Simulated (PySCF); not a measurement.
C$_{3}$H$_{7}$O, charge +2, doublet, at a GFN2-xTB geometry of the parent state (a state made from the parent by changing its charge; the spin is typed, not shown lowest); PySCF with MP2/3-21G.

Here is a job for PySCF.
```python
from pyscf import gto, scf, mp

mol = gto.M(
    atom='''
O     0.144342   -0.718650    0.067047
C    -0.007353    0.665673   -0.151109
C     1.413592   -1.200723   -0.007712
C    -1.467308    1.034826    0.057513
H     0.635332    1.225003    0.545541
H     0.307875    0.915086   -1.175526
H     2.243028   -0.524085    0.103346
H     1.497669   -2.231607    0.271952
H    -2.092367    0.476691   -0.634090
H    -1.771387    0.790990    1.071910
H    -1.608478    2.098472   -0.111658
''',
    basis='3-21g',
    charge=2,
    spin=1,
    verbose=5,
)

mf = scf.UHF(mol)
mf.kernel()

pt = mp.MP2(mf)
pt.kernel()
print('E(MP2) = %.10f' % pt.e_tot)
```

It wrote (shortened):

```
PySCF version 2.14.0

[INPUT] verbose = 5
[INPUT] max_memory = 4000
[INPUT] num. atoms = 11
[INPUT] num. electrons = 31
[INPUT] charge = 2
[INPUT] spin (= nelec alpha-beta = 2S) = 1
[INPUT] symmetry False subgroup None
[INPUT] Mole.unit = angstrom
[INPUT] Symbol           X                Y                Z      unit          X                Y                Z       unit  Magmom
[...]
[INPUT] ---------------- BASIS SET ----------------
[INPUT] l, kappa, [nprim/nctr], expnt,             c_1 c_2 ...
[INPUT] C
[...]
                                25.9109           0.358794
                                5.53335           0.700713
[...]
                                0.770545          1.21584
[...]
                                0.770545          0.860619
[...]
[INPUT] O
[...]
                                48.4308           0.3515
                                10.4206           0.707658
[...]
                                1.5762            1.22156
[...]
                                1.5762            0.853955
[...]
[INPUT] H
[...]
                                0.824547          0.904691
[...]
nuclear repulsion = 126.235896836616
number of shells = 34
number of NR pGTOs = 81
number of NR cGTOs = 50
basis = 3-21g
ecp = {}

******** <class 'pyscf.scf.uhf.UHF'> ********
method = UHF
initial guess = minao
damping factor = 0
level_shift factor = 0
DIIS = <class 'pyscf.scf.diis.CDIIS'>
diis_start_cycle = 1
diis_space = 8
diis_damp = 0
SCF conv_tol = 1e-09
SCF conv_tol_grad = None
SCF max_cycles = 50
direct_scf = True
direct_scf_tol = 1e-13
number electrons alpha = 16  beta = 15
Set gradient conv threshold to 3.16228e-05
E1 = -507.41116883541247  E2 = 189.31282862859877  Ecoul = 215.56276667698177  Exc = -26.249938048383
init E= -191.862443370198
cond(S) = 282.07852142656765

  alpha mo_energy =
[-20.6533418  -11.25254572 -11.24311968 -11.23194374  -1.77425148
  -1.36600646  -1.05732828  -0.92699585  -0.65352269  -0.63463534
  -0.61186783  -0.48055254  -0.46234348  -0.40858842  -0.37887925
  -0.34522752  -0.05762125   0.19629933   0.21451768   0.22778707
   0.2635695    0.2702323    0.29946783   0.31785109   0.32588817
   0.36666507   0.39452406   0.87771882   0.8924207    0.89704012
   0.94130879   0.94952013   0.9750779    0.979509     1.08690852
   1.10403501   1.15961237   1.26405448   1.28268684   1.28923581
   1.29802629   1.32368265   1.39918043   1.59548859   1.8347436
   1.85499507   1.97958346   2.21402144   2.3106664    3.36472361]
  beta  mo_energy =
[-20.6533418  -11.25254572 -11.24311968 -11.23194374  -1.77425148
  -1.36600646  -1.05732828  -0.92699585  -0.65352269  -0.63463534
  -0.61186783  -0.48055254  -0.46234348  -0.40858842  -0.37887925
  -0.34522752  -0.05762125   0.19629933   0.21451768   0.22778707
   0.2635695    0.2702323    0.29946783   0.31785109   0.32588817
   0.36666507   0.39452406   0.87771882   0.8924207    0.89704012
   0.94130879   0.94952013   0.9750779    0.979509     1.08690852
   1.10403501   1.15961237   1.26405448   1.28268684   1.28923581
   1.29802629   1.32368265   1.39918043   1.59548859   1.8347436
   1.85499507   1.97958346   2.21402144   2.3106664    3.36472361]
multiplicity <S^2> = 0.75  2S+1 = 2
E1 = -488.5650817261402  E2 = 172.0161576986263  Ecoul = 197.09846370441682  Exc = -25.082306005790514
cycle= 1 E= -190.313027190898  delta_E= 1.55  |g|= 0.509  |ddm|= 1.95
  alpha mo_energy =
[-2.11967226e+01 -1.21874177e+01 -1.20569154e+01 -1.16651440e+01
 -2.12003561e+00 -1.68096629e+00 -1.52528561e+00 -1.41580920e+00
 -1.34279605e+00 -1.31289823e+00 -1.28201992e+00 -1.14996104e+00
 -1.13792278e+00 -1.05980125e+00 -9.76578256e-01 -9.74080372e-01
 -5.75113671e-01 -3.01395528e-01 -2.32041277e-01 -2.27071809e-01
 -2.01400434e-01 -1.74281454e-01 -1.23185213e-01 -8.28423700e-02
 -4.65433441e-02 -3.04088029e-02 -1.80679467e-02  2.72946057e-01
  2.95986219e-01  3.30466273e-01  3.82415296e-01  4.11390129e-01
  5.35920296e-01  5.53109443e-01  5.76536206e-01  5.87872589e-01
  6.66409629e-01  7.20523128e-01  7.44287861e-01  8.34906290e-01
  9.35801872e-01  9.41050583e-01  9.59800150e-01  1.01898031e+00
  1.33775050e+00  1.36298357e+00  1.47666510e+00  1.74316724e+00
  1.82210059e+00  2.80152889e+00]
  beta  mo_energy =
[-2.11911514e+01 -1.21867548e+01 -1.20518240e+01 -1.16633796e+01
 -2.09741101e+00 -1.65052486e+00 -1.50384854e+00 -1.39393694e+00
 -1.31558888e+00 -1.27032607e+00 -1.20385072e+00 -1.13200962e+00
 -1.04263094e+00 -9.83946265e-01 -9.64177089e-01 -7.11404902e-01
 -5.44879691e-01 -2.90400929e-01 -2.23281253e-01 -2.05093217e-01
 -1.67146407e-01 -1.55072158e-01 -1.15634973e-01 -7.18360402e-02
 -3.44438889e-02 -1.46465889e-02 -1.39403697e-02  2.78255709e-01
  3.04000921e-01  3.34135787e-01  3.91303712e-01  4.39271103e-01
  5.42308576e-01  5.60612523e-01  5.81344999e-01  6.15304578e-01
  6.83275539e-01  7.32228495e-01  7.77127613e-01  8.52303569e-01
  9.48727527e-01  9.59326305e-01  9.64711617e-01  1.02306069e+00
  1.36626390e+00  1.36929844e+00  1.48297960e+00  1.74948737e+00
  1.82654165e+00  2.81169456e+00]
multiplicity <S^2> = 0.75503963  2S+1 = 2.0050333
E1 = -492.9685119096947  E2 = 176.25055118397876  Ecoul = 201.6501481656975  Exc = -25.39959698171873
cycle= 2 E= -190.4820638891  delta_E= -0.169  |g|= 0.184  |ddm|= 0.806
  alpha mo_energy =
[-2.11228819e+01 -1.18464098e+01 -1.17350277e+01 -1.16409810e+01
 -2.00197127e+00 -1.56020721e+00 -1.41914856e+00 -1.35808483e+00
 -1.22352240e+00 -1.20725987e+00 -1.19125661e+00 -1.06257318e+00
 -1.05300634e+00 -9.95324971e-01 -9.83250447e-01 -9.82496251e-01
 -4.38056371e-01 -1.93884116e-01 -1.50660380e-01 -1.45151749e-01
 -1.22662465e-01 -9.31881963e-02 -6.14466621e-02 -3.97212938e-02
 -3.17023252e-02 -2.61783002e-02 -7.92949492e-03  4.10636600e-01
  4.26189514e-01  4.41929788e-01  4.70802584e-01  4.94086939e-01
  5.75548435e-01  5.92757736e-01  6.32355500e-01  6.64218673e-01
  7.29946865e-01  8.01194077e-01  8.29979827e-01  9.17810196e-01
[...]
  1.93198589e+00  2.97395554e+00]
multiplicity <S^2> = 0.76249243  2S+1 = 2.0124537
E1 = -492.89412450118317  E2 = 176.1480423179622  Ecoul = 201.59179361699861  Exc = -25.44375129903642
cycle= 27 E= -190.510185346605  delta_E= -2.03e-08  |g|= 1.43e-05  |ddm|= 0.000807
  alpha mo_energy =
[-21.0195284  -11.79582409 -11.70592974 -11.68276955  -1.92365644
  -1.5506484   -1.4071662   -1.32389144  -1.17589872  -1.16530509
  -1.15252234  -1.08142564  -1.04334913  -1.01630173  -0.97286719
  -0.95062324  -0.38296379  -0.15317648  -0.13966603  -0.1192643
  -0.10697541  -0.06732823  -0.06263355  -0.0544255   -0.05116256
  -0.02839679   0.03543415   0.42316722   0.44614202   0.47045505
   0.49443209   0.52493429   0.55488312   0.56983164   0.66913909
   0.67452337   0.73398974   0.83748315   0.85131447   0.87097959
   0.88512758   0.94060556   0.98101365   1.17057767   1.43991314
   1.4807288    1.60605865   1.80826245   1.92985074   2.97216857]
  beta  mo_energy =
[-2.10182030e+01 -1.17962581e+01 -1.17058145e+01 -1.16742665e+01
 -1.91997433e+00 -1.51026824e+00 -1.37462867e+00 -1.29066201e+00
 -1.16086257e+00 -1.14802165e+00 -1.10441245e+00 -1.01679425e+00
 -1.01212593e+00 -9.59148587e-01 -9.38913644e-01 -5.90232093e-01
 -3.82885388e-01 -1.51386137e-01 -1.22458829e-01 -1.03445914e-01
 -7.75803729e-02 -5.78000659e-02 -5.37465517e-02 -4.68521290e-02
 -2.26869299e-02 -1.61518267e-02  3.75949152e-02  4.48521937e-01
  4.68847928e-01  4.77361729e-01  5.02256085e-01  5.30199127e-01
  5.64277974e-01  5.76949918e-01  6.72529887e-01  7.00129276e-01
  7.69970187e-01  8.58534975e-01  8.92623253e-01  9.10825676e-01
  9.20158718e-01  9.55722478e-01  9.88409167e-01  1.17108940e+00
  1.44676826e+00  1.48745948e+00  1.60806033e+00  1.81667998e+00
  1.93198232e+00  2.97394908e+00]
multiplicity <S^2> = 0.76248861  2S+1 = 2.0124499
E1 = -492.89408826324035  E2 = 176.14800607612446  Ecoul = 201.59175677343924  Exc = -25.443750697314783
cycle= 28 E= -190.5101853505  delta_E= -3.89e-09  |g|= 6.38e-06  |ddm|= 0.000363
  alpha mo_energy =
[-21.01952562 -11.7958245  -11.70593553 -11.68277406  -1.92365513
  -1.55065005  -1.40716737  -1.32389259  -1.17590315  -1.16530167
  -1.15252165  -1.08142728  -1.04334654  -1.01630262  -0.97286871
  -0.95062153  -0.38296575  -0.15317728  -0.13966794  -0.11926435
  -0.10697509  -0.06732841  -0.06263387  -0.05442625  -0.05116325
  -0.0283984    0.03543368   0.42316683   0.44614029   0.47045357
   0.49443085   0.52493353   0.5548813    0.56982989   0.66913877
   0.67452183   0.73398789   0.83747807   0.85131908   0.87097811
   0.8851282    0.94060476   0.98101323   1.17057667   1.43991225
   1.48073116   1.60605887   1.80826127   1.92985111   2.97216938]
  beta  mo_energy =
[-2.10182017e+01 -1.17962578e+01 -1.17058202e+01 -1.16742715e+01
 -1.91997607e+00 -1.51026968e+00 -1.37462914e+00 -1.29066339e+00
 -1.16086332e+00 -1.14802199e+00 -1.10441608e+00 -1.01679423e+00
 -1.01212745e+00 -9.59149795e-01 -9.38917554e-01 -5.90234113e-01
 -3.82884214e-01 -1.51387050e-01 -1.22459136e-01 -1.03446000e-01
 -7.75828558e-02 -5.77998775e-02 -5.37467809e-02 -4.68523868e-02
 -2.26885119e-02 -1.61518024e-02  3.75941577e-02  4.48521307e-01
  4.68847127e-01  4.77361236e-01  5.02255973e-01  5.30197938e-01
  5.64277244e-01  5.76948377e-01  6.72529561e-01  7.00127230e-01
  7.69969135e-01  8.58534711e-01  8.92621370e-01  9.10824309e-01
  9.20158256e-01  9.55721864e-01  9.88408368e-01  1.17108937e+00
  1.44676709e+00  1.48745722e+00  1.60805962e+00  1.81667865e+00
  1.93198180e+00  2.97394836e+00]
multiplicity <S^2> = 0.76248707  2S+1 = 2.0124483
E1 = -492.8940798604529  E2 = 176.14799767282517  Ecoul = 201.59174898065  Exc = -25.44375130782484
cycle= 29 E= -190.510185351012  delta_E= -5.12e-10  |g|= 2.79e-06  |ddm|= 0.000156
  alpha mo_energy =
[-21.01952609 -11.79582337 -11.70593439 -11.68277239  -1.92365495
  -1.55064954  -1.40716702  -1.32389223  -1.17590277  -1.16530133
  -1.15252143  -1.08142705  -1.04334624  -1.01630214  -0.97286849
  -0.95062126  -0.38296541  -0.15317705  -0.13966774  -0.11926415
  -0.1069749   -0.0673282   -0.06263367  -0.05442607  -0.05116309
  -0.02839805   0.03543392   0.42316709   0.44614064   0.47045384
   0.49443129   0.5249338    0.55488175   0.56983035   0.66913915
   0.67452215   0.7339881    0.8374784    0.8513193    0.8709784
   0.88512848   0.94060495   0.98101351   1.17057699   1.43991261
   1.4807311    1.60605899   1.80826161   1.92985122   2.9721694 ]
  beta  mo_energy =
[-2.10182022e+01 -1.17962567e+01 -1.17058191e+01 -1.16742699e+01
 -1.91997606e+00 -1.51026928e+00 -1.37462883e+00 -1.29066317e+00
 -1.16086305e+00 -1.14802172e+00 -1.10441609e+00 -1.01679361e+00
 -1.01212716e+00 -9.59149131e-01 -9.38917776e-01 -5.90233970e-01
 -3.82884027e-01 -1.51386859e-01 -1.22458969e-01 -1.03445842e-01
 -7.75826667e-02 -5.77996916e-02 -5.37466184e-02 -4.68522707e-02
 -2.26883442e-02 -1.61514350e-02  3.75943289e-02  4.48521675e-01
  4.68847487e-01  4.77361528e-01  5.02256348e-01  5.30198223e-01
  5.64277718e-01  5.76948813e-01  6.72529765e-01  7.00127515e-01
  7.69969535e-01  8.58535007e-01  8.92621699e-01  9.10824658e-01
  9.20158710e-01  9.55722141e-01  9.88408620e-01  1.17108971e+00
  1.44676735e+00  1.48745701e+00  1.60805963e+00  1.81667894e+00
  1.93198182e+00  2.97394830e+00]
multiplicity <S^2> = 0.7624872  2S+1 = 2.0124485
E1 = -492.89407900483826  E2 = 176.14799681719492  Ecoul = 201.59174857237778  Exc = -25.44375175518286
Extra cycle  E= -190.510185351027  delta_E= -1.56e-11  |g|= 1.95e-06  |ddm|= 4.55e-06
converged SCF energy = -190.510185351027  <S^2> = 0.7624872  2S+1 = 2.0124485

******** <class 'pyscf.mp.ump2.UMP2'> ********
nocc = (np.int64(16), np.int64(15)), nmo = (50, 50)
transform (ia|jb) incore
E(UMP2) = -190.894063828237  E_corr = -0.383878477210091
E(SCS-UMP2) = -190.894785743263  E_corr = -0.384600392236015
E_corr(same-spin) = -0.0877543620185702
E_corr(oppo-spin) = -0.296124115191521
E(MP2) = -190.8940638282
```
